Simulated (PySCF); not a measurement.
HN2, SMILES N#[NH+], charge +1.

The structure is a stationary point at B3LYP-D3(BJ)/def2-TZVPD. The isomer is the one that the SMILES or the coordinates give; other isomers of the formula were not compared.

The numbers are results of PBE/def2-TZVPD run with PySCF, not measurements.

Isolated molecule, no solvent.

Computed frontier levels, gap, dipole moment and polarisability:
* **highest occupied level**: -20.25 eV
* **lowest empty level**: -11.52 eV
* **orbital gap**: 8.73 eV
* **dipole moment about the centre of nuclear charge**: 3.10 D
* **mean static polarisability**: 9.9 bohr³ (1.47 Å³)
* **polarisability, principal values**: 7.8, 7.8, 14.1 bohr³
